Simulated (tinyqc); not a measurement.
Inside a calculation. Method: extended Hueckel theory, for N2+. The parameters take no account of the charge, which enters only through the electron count. One step of it, computed by the program tinyqc.

Task: Mulliken analysis. P = C n C^T; charge = valence electrons (N 5) minus the sum of (P S)_ii on the atom; overlap population = 2 sum P_ij S_ij between two atoms.

coefficients:
```
              MO1        MO2        MO3       MO4        MO5        MO6        MO7        MO8
1N 2s    0.590727   0.612315   0.000000  0.000000  -0.190472   0.000000   0.000000   1.190340
1N 2px   0.000000   0.000000   0.492462  0.387422   0.000000   0.743360  -0.368320   0.000000
1N 2py   0.000000   0.000000  -0.387422  0.492462   0.000000   0.368320   0.743360   0.000000
1N 2pz  -0.005580  -0.370625   0.000000  0.000000   0.647535   0.000000   0.000000   1.159321
2N 2s    0.590727  -0.612315   0.000000  0.000000  -0.190472   0.000000   0.000000  -1.190340
2N 2px   0.000000   0.000000   0.492462  0.387422   0.000000  -0.743360   0.368320   0.000000
2N 2py   0.000000   0.000000  -0.387422  0.492462   0.000000  -0.368320  -0.743360   0.000000
2N 2pz   0.005580  -0.370625   0.000000  0.000000  -0.647535   0.000000   0.000000   1.159321
```

occupations: 2.000000  2.000000  2.000000  2.000000  1.000000  0.000000  0.000000  0.000000

overlap S, lower triangle:
```
            1N 2s    1N 2px    1N 2py     1N 2pz     2N 2s    2N 2px    2N 2py    2N 2pz
1N 2s    1.000000
1N 2px   0.000000  1.000000
1N 2py   0.000000  0.000000  1.000000
1N 2pz   0.000000  0.000000  0.000000   1.000000
2N 2s    0.440940  0.000000  0.000000   0.435148  1.000000
2N 2px   0.000000  0.273513  0.000000   0.000000  0.000000  1.000000
2N 2py   0.000000  0.000000  0.273513   0.000000  0.000000  0.000000  1.000000
2N 2pz  -0.435148  0.000000  0.000000  -0.323779  0.000000  0.000000  0.000000  1.000000
```

Give: charges; Overlap populations.

Result:

charges: 1N 0.500, 2N 0.500

Overlap populations:
```
pair     value
2-1   1.502792
```
